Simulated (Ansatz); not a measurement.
**SiH₃ (doublet): wave-function methods side by side at distance H1–H2 along a hydrogen transfer = 0.693 Å, cc-pVTZ**

An exercise on one series of results from a longer session: the logs are not shown, and one member is left open.

The runs use Ansatz 0.2.0, Gaussian basis; cc-pVTZ, core rule «outside noble gas», up to 5 orbitals frozen.

The runs, in order: UHF; CCSD(T) on ROHF; CCSD(T) on UHF; BCCD(T) on ROHF; CISD; CCSDT(Q) on ROHF; CCSDT(Q) on UHF; CASSCF and NEVPT2, 7 electrons in 7 orbitals.

10 further runs of the same task are left out: 1 for a mislabelled method, 7 that didn't finish, 2 set aside as unsound or not needed.

## The geometry

The geometry derives from fragments relaxed apart (PBE0/def2-TZVP) and kept rigid, so it is no stationary point. A hydrogen atom is moved between rigid fragments.

4 atoms, charge 0, spin multiplicity 2.

Atoms are counted from 1 here; the program's logs count them from 0.

Bond lengths: H1–H2 0.693 Å, Si3–H4 1.532 Å.

Set-up of the first run:

The input, in.yaml:

```yaml
crystal:
  periodic: [false, false, false]
  atoms:
    - {symbol: H, position_ang: [-2.395743, 0.047936, 0.000000]}
    - {symbol: H, position_ang: [-1.702743, 0.047936, 0.000000]}
    - {symbol: Si, position_ang: [0.128257, 0.047936, 0.000000]}
    - {symbol: H, position_ang: [0.524692, -1.431577, 0.000000]}
basis:
  gaussian: {orbitals: cc-pVTZ}
magnetization: {spin_polarized: true, initial_magnetization: 1}
hamiltonian: {xc: hf}
output: {orbitals: {seedname: orbitals}}
```

Launch:

```console
$ ansatz run in.yaml --threads 1 --pin off --events-out ev --progress --plain --max-ram 2393MiB
```

Among the steps run: UHF; CCSD(T) on ROHF; CCSD(T) on UHF; BCCD(T) on ROHF; CISD; CCSDT(Q) on ROHF; CCSDT(Q) on UHF; CASSCF and NEVPT2, 7 electrons in 7 orbitals.

One of the session's tables, all rows but one given; the rest of the session is left out.

```
        method  from UCCSDT(Q) (kcal/mol)
          ROHF                    +100.52
           UHF                     +97.21
          RMP2                     +21.61
          UMP2                     +22.61
          CISD                      +8.23
         RCCSD                      +3.38
         UCCSD                      +3.27
      RCCSD(T)                      +0.68
      UCCSD(T)                      +0.68
       BCCD(T)                      +0.69
        RCCSDT                      +0.10
        UCCSDT                          ?
     RCCSDT(Q)                      +0.02
     UCCSDT(Q)                          0
CASSCF valence                     +68.04
NEVPT2 valence                     +20.67
```

Estimate the missing values for UCCSDT.

**Answer.** from UCCSDT(Q) (kcal/mol): +0.08. In the column «from UCCSDT(Q) (kcal/mol)» it lies between RCCSDT(Q) (+0.02) and RCCSDT (+0.10).

Limits of these values: Restricted and unrestricted rows rest on different reference determinants; where their highest levels disagree by more than a few hundredths of an eV, they describe different states and don't form one ladder.
